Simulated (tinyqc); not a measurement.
Inside a calculation. Method: ROHF in the sto-6g basis, for H2O, spin multiplicity 3. One step of it, computed by the program tinyqc.

Task: Iteration 2: Roothaan effective Fock matrix. With projectors Pc = D(beta) S, Po = (D(alpha) - D(beta)) S, Pv = 1 - D(alpha) S, the block xy is Px^T F Py; with Fc = (F(alpha) + F(beta))/2, the blocks are Fc for cc, oo, vv and cv, F(beta) for co and F(alpha) for ov.

F(alpha) (hartree), lower triangle:
```
,1O 1s,1O 2s,1O 2px,1O 2py,1O 2pz,2H 1s,3H 1s
1O 1s,-20.666376
1O 2s,-5.012384,-2.522807
1O 2px,0.000000,0.000000,-0.619018
1O 2py,0.000000,0.000000,0.000000,-0.449968
1O 2pz,-0.009902,-0.100186,0.000000,0.000000,-0.582985
2H 1s,-0.900565,-0.829597,0.000000,-0.400827,-0.228116,-0.514871
3H 1s,-0.900565,-0.829597,0.000000,0.400827,-0.228116,-0.281642,-0.514871
```

F(beta) (hartree), lower triangle:
```
,1O 1s,1O 2s,1O 2px,1O 2py,1O 2pz,2H 1s,3H 1s
1O 1s,-20.614699
1O 2s,-4.961563,-2.261460
1O 2px,0.000000,0.000000,0.292977
1O 2py,0.000000,0.000000,0.000000,-0.377943
1O 2pz,-0.008197,-0.002069,0.000000,0.000000,-0.331558
2H 1s,-0.890333,-0.779695,0.000000,-0.372975,-0.263201,-0.301318
3H 1s,-0.890333,-0.779695,0.000000,0.372975,-0.263201,-0.217353,-0.301318
```

D(alpha) after iteration 1, lower triangle:
```
,1O 1s,1O 2s,1O 2px,1O 2py,1O 2pz,2H 1s,3H 1s
1O 1s,1.063849
1O 2s,-0.301002,1.492256
1O 2px,0.000000,0.000000,1.000000
1O 2py,0.000000,0.000000,0.000000,0.500550
1O 2pz,-0.025231,0.193555,0.000000,0.000000,1.085962
2H 1s,0.069490,-0.533081,0.000000,0.247909,-0.236754,0.774843
3H 1s,0.069490,-0.533081,0.000000,-0.247909,-0.236754,0.529277,0.774843
```

D(beta) after iteration 1, lower triangle:
```
,1O 1s,1O 2s,1O 2px,1O 2py,1O 2pz,2H 1s,3H 1s
1O 1s,1.052875
1O 2s,-0.228091,1.007836
1O 2px,0.000000,0.000000,0.000000
1O 2py,0.000000,0.000000,0.000000,0.500550
1O 2pz,0.043267,-0.261539,0.000000,0.000000,0.658419
2H 1s,-0.008254,-0.016551,0.000000,0.247909,0.248506,0.224073
3H 1s,-0.008254,-0.016551,0.000000,-0.247909,0.248506,-0.021492,0.224073
```

overlap S, lower triangle:
```
,1O 1s,1O 2s,1O 2px,1O 2py,1O 2pz,2H 1s,3H 1s
1O 1s,1.000000
1O 2s,0.231145,1.000000
1O 2px,0.000000,0.000000,1.000000
1O 2py,0.000000,0.000000,0.000000,1.000000
1O 2pz,0.000000,0.000000,0.000000,0.000000,1.000000
2H 1s,0.041199,0.396451,0.000000,0.293776,0.181543,1.000000
3H 1s,0.041199,0.396451,0.000000,-0.293776,0.181543,0.152438,1.000000
```

Give: effective F.

Result:

effective F (hartree), lower triangle:
```
,1O 1s,1O 2s,1O 2px,1O 2py,1O 2pz,2H 1s,3H 1s
1O 1s,-20.6406
1O 2s,-4.9865,-2.3823
1O 2px,0.0000,0.0000,-0.1630
1O 2py,0.0000,0.0000,0.0000,-0.4140
1O 2pz,-0.0056,-0.0262,0.0000,0.0000,-0.4351
2H 1s,-0.9000,-0.8287,0.0000,-0.3869,-0.2438,-0.4449
3H 1s,-0.9000,-0.8287,0.0000,0.3869,-0.2438,-0.2863,-0.4449
```
